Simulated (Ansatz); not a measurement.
Species: CH₃, SMILES `[CH3]` (charge 0, multiplicity 2).

**Question.** Give a relaxed geometry from Ansatz (a first-principles code) with B3LYP-D3(BJ)/def2-TZVP.

**Answer.** the end point of this relaxation (outside a Z-matrix the atoms follow the SMILES, hydrogens last).
Z-matrix (Å, degrees):
```
C
H 1 1.0790
H 1 1.0790 2 120.00
H 1 1.0790 2 120.00 3 -179.97
```
